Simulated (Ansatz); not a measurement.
## CH2F2, SMILES FCF: an active-space calculation, step by step

With Ansatz's Python interface.

The script reads `ch2f2.xyz`:
```text
5

F    -1.02680    0.18490    0.73040
C    -0.01150   -0.01180   -0.08030
F     1.02920   -0.18800    0.71710
H    -0.10830   -0.90540   -0.66510
H     0.16730    0.84670   -0.74350
```

Interactive session:
```pycon
>>> import ansatz as az
>>> BASIS_SET = "def2-SVP"
>>> ch2f2 = az.Crystal.molecule_from_extxyz("ch2f2.xyz")
>>> job = ch2f2.calculation()
>>> job = job.basis(gaussian=BASIS_SET)
>>> job = job.correlation(active_electrons=4, active_orbitals=4)
>>> for method in [None]:
...     data = (job if method is None else job.correlation(method)).run(threads=1).report
...     space = data["configurations"]
...     state = space["states"][0]
...     print(method or "casscf", f"total {data['free_energy_ev'] / 27.211386246:.6f} Ha, active-space state {state['energy']['hartree']:.6f} Ha, mean field {data['reference_energy_ev'] / 27.211386246:.6f} Ha")
...     print("  determinants", state["n_determinants"], " natural occupations", [round(n, 3) for n in space["natural_occupations"]])
...
casscf total -237.753073 Ha, active-space state -237.753073 Ha, mean field -237.708816 Ha
  determinants 36  natural occupations [1.983, 1.981, 0.02, 0.017]
```

What to keep in mind:
- Total energies depend on the basis set; only differences at equal settings carry meaning.
- The geometry is a force-field or estimated start, not a minimum of this method, and the basis set is short of its limit. The active space starts as a window about the frontier orbitals and is then optimised, not chosen by chemistry.
- Run time: 1.4 s on 1 thread of Arm Neoverse V1, on a shared host, peak memory 0.15 GiB.
